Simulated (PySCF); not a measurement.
# C5H12S (2-pentanethiol): the cost of one run

Programs: PySCF 2.14.0, with routines of our own; each step states its level. All values are computed. Atoms count from 0.

## 1. The starting structure

18 atoms, charge 0, multiplicity 1; geometry from: GFN2-xTB.

## 2. Relaxing the molecule at PBE0-D3(BJ)/def2-SVP

The job: settings as JSON, then the geometry in Å.

```
{"job": {"xc": "PBE0", "basis": "def2-SVP", "d3": "d3bj", "grid": 2, "kind": "geom"}, "charge": 0, "multiplicity": 1}
C      2.581073    -0.236341    -0.466122
C      1.372233    -0.126879     0.453768
C      0.062935    -0.176241    -0.329563
C     -1.167641    -0.027463     0.557997
C     -2.462779    -0.257855    -0.204502
S     -1.200666     1.623245     1.364565
H      3.501760    -0.221273     0.111813
H      2.604181     0.594210    -1.168309
H      2.547327    -1.163395    -1.034935
H      1.423824     0.809152     1.013709
H      1.388050    -0.946516     1.175957
H      0.059472     0.614675    -1.085170
H     -0.008117    -1.134059    -0.852730
H     -1.103302    -0.716816     1.404076
H     -3.320710    -0.104078     0.445830
H     -2.495249    -1.277202    -0.584968
H     -2.537561     0.429350    -1.045958
H     -1.253589     2.323804     0.232884
```

Run with:

```bash
OMP_NUM_THREADS=1 python excited_run.py task.json out
```

This one command runs all jobs of the session in turn.

Q: Estimate the wall time and peak memory of this first job on 1 thread of Arm Neoverse V1, shared host.

About 35 s, with a peak of 0.78 GiB.
